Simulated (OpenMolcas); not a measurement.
## A ladder of methods for BOF (fluoro(oxo)borane)

BOF: 3 atoms, total charge 0, spin state singlet. As SMILES, `O=BF`. Geometry: relaxed at PBE0-D4/def2-TZVP.

```xyz
3

O     0.9831   -0.5651    0.4799
B     0.0203   -0.0116    0.0099
F    -1.0034    0.5768   -0.4898
```

Each level gives the energy change with the B2–F3 bond stretched from 1.282 to 2.244 Å (eV). The values are calculated.

```json
{"level": "HF/STO-3G (restricted)", "kind": "Hartree–Fock", "program": "OpenMolcas", "value (eV)": "7.54", "less FCI/STO-3G": "+3.03", "CPU time (all runs)": "3.1 s"}
{"level": "PBE/STO-3G (restricted)", "kind": "GGA", "program": "OpenMolcas", "value (eV)": "5.81", "less FCI/STO-3G": "+1.30", "CPU time (all runs)": "7.6 s"}
{"level": "r2SCAN/STO-3G (restricted)", "kind": "meta-GGA", "program": "OpenMolcas", "value (eV)": "6.11", "less FCI/STO-3G": "+1.60", "CPU time (all runs)": "9.1 s"}
{"level": "M06-2X/STO-3G (restricted)", "kind": "hybrid meta-GGA", "program": "OpenMolcas", "value (eV)": "6.61", "less FCI/STO-3G": "+2.10", "CPU time (all runs)": "8.6 s"}
{"level": "B2PLYP/STO-3G (restricted)", "kind": "double hybrid", "program": "OpenMolcas", "value (eV)": "6.06", "less FCI/STO-3G": "+1.55", "CPU time (all runs)": "7 s"}
{"level": "MP2/STO-3G (restricted)", "kind": "perturbation theory", "program": "OpenMolcas", "value (eV)": "5.96", "less FCI/STO-3G": "+1.45", "CPU time (all runs)": "3.5 s"}
{"level": "CISD/STO-3G (restricted)", "kind": "coupled cluster or CI", "program": "OpenMolcas", "value (eV)": "5.12", "less FCI/STO-3G": "+0.61", "CPU time (all runs)": "3.7 s"}
{"level": "FCI/STO-3G", "kind": "exact in the basis", "program": "OpenMolcas", "value (eV)": "4.51", "less FCI/STO-3G": "0.00", "CPU time (all runs)": "63 s"}
```

FCI/STO-3G is exact within its basis and frozen core, so for wave-function methods in that basis the difference is their error; functionals converge differently with the basis, so for them it is only a difference. A spin-restricted reference rises too steeply as a bond breaks; here HF/STO-3G, PBE/STO-3G, r2SCAN/STO-3G, M06-2X/STO-3G, B2PLYP/STO-3G, MP2/STO-3G, CISD/STO-3G lie well above the multireference or unrestricted value. The first shape isn't each level's own minimum. The values span 4.51 to 7.54 eV. All rows use very small basis sets, so none should be taken for the real molecule's value. Times are those of the runs behind each value, whatever else they computed, on shared processors of several kinds: orders of magnitude only.
